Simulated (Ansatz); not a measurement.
## Ansatz (development build ahead of 0.2.0) run

```yaml
crystal:
  periodic: [false, false, false]
  atoms:
    - { symbol: Cl, position_ang: [0.0, 0.0, -0.52338] }
    - { symbol: F, position_ang: [0.0, 0.0, 0.98861] }
basis:
  gaussian: { orbitals: "6-31G" }
hamiltonian:
  xc: hf
```

The input is written out in the form of the current development build from the run's settings.

Results

```json
{
 "Converged": "yes",
 "Total energy": "-558.74639 hartree",
 "Spin squared of the determinant": "0.000"
}
```

Caution: no unrestricted run beside it, a lower state can exist.
